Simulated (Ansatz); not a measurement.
Abridged output of a molecular run in Ansatz:

```
Functional definition: HF
1496 factors; integrals over basis functions are off by at most 9.2e-4 eV
mean field evaluation 1: about -8255.9662 eV, gradient 4.5e1 eV
mean field evaluation 2: about -8256.3876 eV, gradient 4.5e1 eV
mean field evaluation 4: about -8260.7390 eV, gradient 5.7e0 eV
mean field evaluation 8: about -8260.8370 eV, gradient 5.3e-1 eV
mean field evaluation 16: about -8260.8388 eV, gradient 2.7e-6 eV
mean field -8260.83879738 eV, -303.5802264060 hartree, gradient 2.7e-6 eV, S^2 0.000000; 0 other end points of the search recorded, 0 dependent functions left out
6 core orbitals not correlated: weight in the atoms' cores, before any rotation towards them, 1.000 or more for the frozen orbitals, at most 0.000 for the correlated occupied ones
reference -8260.83879738 eV, -303.5802264060 hartree; 16, 16 occupied and 220, 220 virtual orbitals, 1496 factors
second order -29.42927465 eV of doubles, -0.00000000 eV of singles
cycle   1  -28.91876817 eV  change    5.1e-1 eV  update   1.4e-1
cycle   2  -29.73413372 eV  change   -8.2e-1 eV  update   4.2e-2
cycle   3  -29.93049389 eV  change   -2.0e-1 eV  update   2.1e-2
cycle   4  -29.91339911 eV  change    1.7e-2 eV  update   5.7e-3
cycle   5  -29.91406491 eV  change   -6.7e-4 eV  update   2.5e-3
cycle   6  -29.91589929 eV  change   -1.8e-3 eV  update   6.9e-4
cycle   7  -29.91575066 eV  change    1.5e-4 eV  update   3.0e-4
cycle   8  -29.91557276 eV  change    1.8e-4 eV  update   1.0e-4
cycle   9  -29.91561563 eV  change   -4.3e-5 eV  update   4.6e-5
cycle  10  -29.91561482 eV  change    8.1e-7 eV  update   1.8e-5
perturbative correction -1.39438323 eV, -0.0512426387 hartree
Total energy: -8292.14879543 eV, -304.7308476118 hartree
```

Its atoms:

```xyz
10

C    -0.846    1.351    1.740
C    -0.652    0.400    1.037
C    -0.430   -0.762    0.196
O    -0.231   -0.402   -1.178
C     1.024   -0.099   -1.522
O     1.975   -0.122   -0.801
H    -1.009    2.199    2.363
H     0.434   -1.326    0.554
H    -1.310   -1.407    0.198
H     1.044    0.169   -2.588
```

(1) Which basis set was used?
A. cc-pV(Q+d)Z
B. def2-TZVPP
C. def2-QZVPP
D. cc-pV(D+d)Z

(2) Write the keys of the input that set method, charge and spin (a neutral closed shell needs none for the last two).

Answers

(1) B. It gives 242 functions.

(2) 
```yaml
correlation: {method: ccsd_t}
```
